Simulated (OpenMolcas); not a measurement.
## Which level was it?

C2H3B has 6 atoms, charge 0, and is taken as a singlet. SMILES: `[H]B([H])C#C`. Geometry: relaxed at GFN2-xTB.

```xyz
6

B     0.5680    0.9816    0.0054
H     1.7337    0.9720    0.1003
H    -0.0211    1.9882   -0.0859
C    -0.1817   -0.3138   -0.0005
C    -0.7849   -1.3592   -0.0069
H    -1.3140   -2.2687   -0.0124
```

Orbital energies are those of the mean-field step.

A calculation with OpenMolcas 26.06 gave:

* total energy: -102.6712 Eh
* dipole moment: 0.94 D
* HOMO energy: -8.10 eV
* LUMO energy: -2.38 eV
* HOMO–LUMO gap: 5.72 eV
* largest force: 0.609 eV/Å

Question: Which of these levels gave the numbers?
A. MP2/def2-SVP
B. CISD/cc-pVDZ
C. PBE0/def2-TZVP
D. B3LYP/6-31G* (Cartesian functions)

Answer: C. The others give -102.4150 Eh (CISD/cc-pVDZ), -102.7826 Eh (B3LYP/6-31G* (Cartesian functions)), -102.3393 Eh (MP2/def2-SVP).
